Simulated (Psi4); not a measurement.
# Two attempts at C2H4N (SMILES [CH2]N=C)

Aim: a single-point energy of C2H4N at UHCTH/120/6-311G (density fitting, C-PCM toluene).

Program for the calculation: Psi4 1.11.

3 further runs of the same task are left out: 3 set aside as unsound or not needed.

**1. The system as given**

The species is C2H4N (7 atoms), meant as a doublet with charge 0. SMILES: `[CH2]N=C`. Geometry: relaxed at GFN2-xTB.

Bond lengths: C1–N2 1.288 Å, N2–C3 1.288 Å, C1–H4 1.076 Å, C1–H5 1.086 Å, C3–H6 1.076 Å, C3–H7 1.086 Å. Angles: C1–N2–C3 132.4°, N2–C1–H4 118.0°, N2–C1–H5 123.5°, N2–C3–H6 117.9°, N2–C3–H7 123.5°, H4–C1–H5 118.4°, H6–C3–H7 118.4°.

**2. The input as first written**

File c2h4n.xyz:

```xyz
7
C2H4N
C     -0.965000     0.224720    -0.638670
N     -0.290780    -0.385320     0.273070
C      0.928770    -0.274370     0.672530
H     -1.879780    -0.228600    -0.978660
H     -0.700770     1.205200    -1.023830
H      1.185490    -0.691760     1.630880
H      1.722060     0.150120     0.064670
```

File run.py:

```python
import psi4

psi4.set_memory('1600 MB')
psi4.set_num_threads(1)
psi4.set_output_file('c2h4n.out', False)

with open('c2h4n.xyz') as f:
    atoms = ''.join(f.readlines()[2:])
m = psi4.geometry('0 2\n' + atoms + 'symmetry c1')

psi4.set_options(dict(basis='6-311G', reference='uks', scf_type='mem_df', functional='b3lyp', pcm=True))
psi4.pcm_helper("""
  Units = Angstrom
  Medium {
    SolverType = CPCM
    Solvent = Toluene
  }
  Cavity {
    Type = GePol
    RadiiSet = Bondi
    Scaling = True
    Area = 0.4
    Mode = Implicit
  }
""")

result = psi4.energy("hcth120", molecule=m)
print(f'hcth120 energy: {result:.10f} Eh')
```

Run with:

```console
$ python run.py
```

c2h4n.out:

```text
Psi4 1.11 release

Error: option FUNCTIONAL is not contained in the list of available options.

Did you mean?
```

The script printed:

```text
Error: option FUNCTIONAL is not contained in the list of available options.

Did you mean?

Traceback (most recent call last):
  File "run.py", line 11, in <module>
    psi4.set_options(dict(basis='6-311G', reference='uks', scf_type='mem_df', functional='b3lyp', pcm=True))
```

It took 0.8 s on 1 thread of Intel Xeon 6975P-C (Granite Rapids), shared host; peak memory 0.33 GiB.

**3. Reading the log**

The program refused the input.

The log says `Error: option FUNCTIONAL is not contained in the list of available options.`. What is wrong: the input text is malformed or holds a word that the program doesn't know.

**4. Try two**

c2h4n.xyz is that of step 2.

File run.py:

```python
import psi4

psi4.set_memory('1600 MB')
psi4.set_num_threads(1)
psi4.core.set_output_file('output.dat', False)

with open('c2h4n.xyz') as f:
    atoms = ''.join(f.readlines()[2:])
molecule = psi4.geometry('0 2\n' + atoms + 'symmetry c1')

psi4.set_options({
    'basis': '6-311G',
    'reference': 'uks',
    'scf_type': 'mem_df',
    'pcm': True,
})
psi4.pcm_helper("""
  Units = Angstrom
  Medium {
    SolverType = CPCM
    Solvent = Toluene
  }
  Cavity {
    Type = GePol
    RadiiSet = Bondi
    Scaling = True
    Area = 0.4
    Mode = Implicit
  }
""")

e, wfn = psi4.energy('HCTH120', molecule=molecule, return_wfn=True)
print('E =', round(e, 9))
```

Run with:

```console
$ python run.py
```

output.dat:

```text
[...]
  Running in c1 symmetry.
[...]
  Nuclear repulsion =   66.938050973254505
[...]
  Multiplicity = 2
[...]
  Nalpha       = 12
  Nbeta        = 11
[...]
    Number of basis functions: 51
[...]
   @DF-UKS iter   1:  -133.00334772048620   -1.57569e-01   1.38530e-02 DIIS/ADIIS
[...]
   @DF-UKS iter   9:  -133.26651962913078   -6.57375e-07   7.18253e-07 DIIS
[...]
   @S^2 Observed:                7.586366630E-01
[...]
    Orbital Energies [Eh]
    ---------------------
    Alpha Occupied:
       1A    -14.012363     2A     -9.932038     3A     -9.932001
       4A     -0.893690     5A     -0.685776     6A     -0.530777
       7A     -0.458840     8A     -0.446153     9A     -0.398713
      10A     -0.332147    11A     -0.241214    12A     -0.159616
    Alpha Virtual:
      13A     -0.033087    14A      0.043182    15A      0.065501
      16A      0.092106    17A      0.107801    18A      0.161642
      19A      0.260902    20A      0.304628    21A      0.319693
      22A      0.339738    23A      0.349696    24A      0.411132
      25A      0.412506    26A      0.499120    27A      0.550876
[...]
  @DF-UKS Final Energy:  -133.26651962913078
   => Energetics <=
    Nuclear Repulsion Energy =             66.9380509732545050
    One-Electron Energy =                -311.0056080047323803
    Two-Electron Energy =                 130.0332683027578753
    DFT Exchange-Correlation Energy =     -19.2301352006346917
    Empirical Dispersion Energy =           0.0000000000000000
    VV10 Nonlocal Energy =                  0.0000000000000000
    PCM Polarization Energy =              -0.0020956997761129
    Total Energy =                       -133.2665196291307836
[...]
 Multipole Moments:
 ------------------------------------------------------------------------------------
     Multipole            Electronic (a.u.)      Nuclear  (a.u.)        Total (a.u.)
 ------------------------------------------------------------------------------------
 L = 1.  Multiply by 2.5417464519 to convert [e a0] to [Debye]
 Dipole X            :         -0.4145526            0.6797391            0.2651865
 Dipole Y            :         -0.5508762            0.9038882            0.3530119
 Dipole Z            :          0.3887833           -0.6380426           -0.2492594
 Magnitude           :                                                    0.5070222
[...]
```

Standard output:

```text
E = -133.266519629
```

Wall time 4.5 s (1 thread of Intel Xeon 6975P-C (Granite Rapids), shared host); peak memory 0.41 GiB.

**5. What came out**

Level: UHCTH/120/6-311G (density fitting, C-PCM toluene).

| quantity | value |
| --- | --- |
| total energy | -133.26652 Eh |
| dipole moment | 1.29 D |
| HOMO energy (highest over α and β) | -4.34 eV |
| LUMO energy (lowest over α and β) | -3.22 eV |
| solvent term in the energy | -5.5 kJ/mol |
| ⟨S²⟩ | 0.759 |
